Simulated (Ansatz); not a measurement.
This Ansatz (a program for electronic structure) input (r2SCAN/cc-pVTZ) gives -177.12133 Eh with 118 basis functions.

Ansatz 0.2 input:
```yaml
crystal:
  periodic: [false, false, false]
  atoms:
    - {symbol: C, position_ang: [-0.00304735, 0.42791482, -0.00613070]}
    - {symbol: C, position_ang: [1.20001360, -0.09023937, 0.00044276]}
    - {symbol: F, position_ang: [-1.17652991, -0.15679382, 0.00308106]}
    - {symbol: H, position_ang: [1.34031919, -1.16762619, 0.01578439]}
    - {symbol: H, position_ang: [2.06665249, 0.55271791, -0.00938634]}
basis:
  gaussian:
    orbitals: cc-pVTZ
    final_grid: {core_spheres: 10, valence_spheres: 9, degree: 29}
hamiltonian:
  xc: {name: r2SCAN}
magnetization: {spin_polarized: true, initial_magnetization: 1}
```

Change:
```diff
- final_grid: {core_spheres: 10, valence_spheres: 9, degree: 29}
+ final_grid: {core_spheres: 4, valence_spheres: 3, degree: 11}
```

What does the run give now?

-177.12000 Eh (r2SCAN/cc-pVTZ, 118 functions), a change of +1.33 mEh.
